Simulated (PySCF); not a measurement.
Orbital picture of PS⁺

RHF at R = 1.836 Å; basis P x2c-SVPall, S x2c-SVPall; spin-free X2C with a Gaussian nucleus; PySCF 2.14. State: ¹Σ⁺ (singlet), closed shell. Only the outer orbitals are listed, counted within each symmetry.

```csv
orbital,occ.,ε (eV),on P (%),main shells (%)
7σ,2,-35.97,34,"60 S s, 25 P s"
8σ,2,-26.22,55,"52 P s, 30 S s, 15 S p"
9σ,2,-20.23,55,"40 S p, 40 P p, 15 P s"
3π,2,-19.21,34,"65 S p, 32 P p"
3π,2,-19.21,34,"65 S p, 32 P p"
4π,0,-7.08,67,"66 P p, 32 S p"
4π,0,-7.08,67,"66 P p, 32 S p"
10σ,0,-0.92,80,"62 P p, 24 S p, 10 P d"
```

Problem. Which are the highest filled and the lowest empty level, where do they sit, and how wide is the gap?

Solution. Highest filled 3π at -19.21 eV (in %: 65 S p, 32 P p); lowest empty 4π at -7.08 eV (in %: 66 P p, 32 S p); the gap at RHF is 12.13 eV.

| Property | Result |
| --- | --- |
| bond order (Mayer) | 2.75 |
| ⟨S²⟩ | 0.000 |
| charge on P (Mulliken, basis-dependent) | 0.76 |
| charge on P (Löwdin, basis-dependent) | 0.65 |
| dipole moment (positive dipole points towards S; it is taken about the centre of mass and depends on that origin) | -1.84 D |
| polarisability along the bond | 45.3 bohr³ |
| polarisability across the bond | 17.0 bohr³ |
